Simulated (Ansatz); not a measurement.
Geometry optimisation, Ansatz 0.2.0, RKS B3LYP-D4/def2-SVP.

input.yaml

```yaml
crystal:
  periodic: [false, false, false]
  atoms:
    - { symbol: B, position_ang: [0.420354, 0.017275, 0.071067] }
    - { symbol: "N", position_ang: [0.730419, -0.011944, 1.497469] }
    - { symbol: H, position_ang: [0.027395, -0.138599, 2.215739] }
    - { symbol: H, position_ang: [1.672189, 0.077429, 1.857811] }
    - { symbol: H, position_ang: [1.339533, 0.163624, -0.678014] }
    - { symbol: H, position_ang: [-0.726691, -0.107785, -0.276472] }
basis:
  gaussian: { orbitals: def2-SVP }
hamiltonian:
  xc: b3lyp
  dispersion: d4
relax:
  f_tol: 0.03
  max_steps: 50
```

Run as:

```bash
$ ansatz run input.yaml --threads 1 --pin off --max-ram 2048MiB --backend cpu --events-out ev --progress --plain --runs-dir out
```

Where does it end, and by what steps?

The forces met the threshold. After 4 steps the energy has fallen by 0.098 eV; B1 moved furthest, 0.04 Å.

```csv
step,energy less start (eV),largest force component (eV/Å),accepted
0,0.0000,2.686,yes
1,-0.0856,1.072,yes
2,-0.0975,0.122,yes
3,-0.0980,0.085,yes
4,-0.0982,0.010,yes
```

```xyz
6
Properties=species:S:1:pos:R:3
B 0.435 0.016 0.112
N 0.724 -0.016 1.471
H 0.018 -0.137 2.188
H 1.662 0.080 1.843
H 1.336 0.164 -0.678
H -0.712 -0.106 -0.249
```

Whether the end is a true minimum wasn't checked by a vibrational analysis.

The run took 3.1 s on 1 thread of Intel(R) Xeon(R) Platinum 8559C (Emerald Rapids) (shared host), peak memory 0.12 GiB.
